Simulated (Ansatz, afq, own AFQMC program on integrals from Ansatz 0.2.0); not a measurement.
Integrals from Ansatz 0.2.0, then the random walk in our own AFQMC program (afq).

```yaml
crystal:
  periodic: [false, false, false]
  atoms:
    - {symbol: In, position_ang: [0.000000, -0.024878, 0.000732]}
    - {symbol: H, position_ang: [0.000000, 3.088957, -0.090608]}
    - {symbol: H, position_ang: [0.000000, -0.191040, -2.202115]}
    - {symbol: H, position_ang: [0.000000, -0.063997, 2.209326]}
basis:
  gaussian: {orbitals: def2-SVP}
total_charge: 1
magnetization: {spin_polarized: true, initial_magnetization: 1}
correlation: {method: ccsd_t, electrons: outside_noble_gas, hamiltonian_folder: ham}
```

```sh
$ ansatz run in.yaml --threads 1 --pin off --events-out ev --progress --plain --max-ram 16896MiB --backend cuda --devices 0, --max-vram 18GiB
```

Options of the walk:

```
--method phaseless --trial cisd --walkers 4000 --populations 20 --least-time 60 --time-step 0.005 --steps-per-block 50 --equilibration-blocks 40 --max-blocks 4000 --target-error 0.00027 --factor-cut 1e-05 --start spin_pure --seed 1911 --release-times 0.24,0.51,0.99,1.62,2.4 --release-step 0.03 --release-every 3 --taylor-order 6
```

Times are imaginary, in 1/Eh. The walk had a cap of 122 s. With eight or more populations the least sampling time is a fifth of least-time, and the error comes from their spread. Filled inner d shells are frozen with the cores. Core potentials past Kr, no spin–orbit coupling.

Output of the walk:

```
orbitals 32  electrons 3 2  factors 231 of 492
reference energy -190.52598319 Eh
CCSD correlation -0.05995285 Eh in 19 cycles, weight of the determinant in the CISD state 0.7297
energy of the start -190.578736 Eh
 block  time / (1/Eh)  mean weight  energy / Eh
     1     0.250  0.9999  -190.581446
     2     0.500  1.0000  -190.583403
     3     0.750  1.0000  -190.584928
     4     1.000  1.0001  -190.586228
     5     1.250  0.9997  -190.587204
     8     2.000  0.9999  -190.589024
    11     2.750  1.0000  -190.590186
    17     4.250  1.0001  -190.591373
    19     4.750  0.9999  -190.591064
    23     5.750  1.0001  -190.591266
    29     7.250  0.9999  -190.591508
    35     8.750  1.0000  -190.591373
    41    10.250  1.0001  -190.591298
    47    11.750  0.9997  -190.591996
    53    13.250  0.9999  -190.591781
    59    14.750  0.9999  -190.591778
    65    16.250  1.0000  -190.591618
    71    17.750  0.9999  -190.591601
    77    19.250  1.0000  -190.591750
    83    20.750  1.0001  -190.592085
    85    21.250  1.0000  -190.592150
    89    22.250  1.0000  -190.591632
error from the spread of 20 populations
released: time / (1/Eh)  energy / Eh  error  mean overlap
  0.24  -190.591853  0.000086  0.9979
  0.51  -190.591902  0.000075  0.9963
  0.99  -190.592080  0.000065  0.9964
  1.62  -190.592150  0.000065  0.9969
  2.40  -190.592234  0.000040  0.9943
energy -190.591860 +/- 0.000175 Eh
(rows thinned)
```

The run passed its tests (sampling time, drift between the halves within three errors, error under three times the target), which doesn't prove that it has relaxed.

Against this walk (error 4.8 meV) on the same determinant: CCSD(T) 82.2 meV higher, CCSDT(Q) 15.7 meV lower, CCSDTQ 15.5 meV lower, full CI 15.5 meV lower. The error is statistical and leaves out the bias of the constraint. The determinant has ⟨S²⟩ = 1.55, so the low cluster orders mix in higher spin, while the walk starts as a pure doublet. The released energies are still falling (meV from the phaseless value at times in 1/Eh: 0.2 ± 2.4 at 0.24, -1.1 ± 2.0 at 0.51, -6.0 ± 1.8 at 0.99, -7.9 ± 1.8 at 1.62, -10.2 ± 1.1 at 2.40), so they give no level. Full CI is exact here, so the walk's 15 meV above it is the walk's own error: the bias of the constraint with this trial. The determinant is a poor start (see the cautions), so the low cluster orders aren't to be relied on, and full CI is the sure value.

Cautions: constraint bias not in the error; no spin-orbit coupling; inner d shell frozen; strong correlation (T1 0.116, weight of the determinant 0.73, largest double 0.17); unrestricted determinant spin contaminated (⟨S²⟩ 1.55 against 0.75); CCSD(T) is in doubt: in a space of 5 electrons in 8 natural orbitals full CI lies 105 meV below it.

The walk took 45 s on 1 × NVIDIA H100 80GB HBM3 with 2 threads of AMD EPYC 7R13 Processor (Zen 3), on a shared host (the card was shared). The log's last line is the phaseless energy.

CCSDT and higher add their correlation energy to the determinant of the CCSD(T) run, since their own runs factorise the integrals more tightly (a shift of under 2 meV). A walk keeps the symmetry of its determinant, which the program's search chose and which needn't be the lowest solution, so a lower state of the same spin and another symmetry isn't excluded.
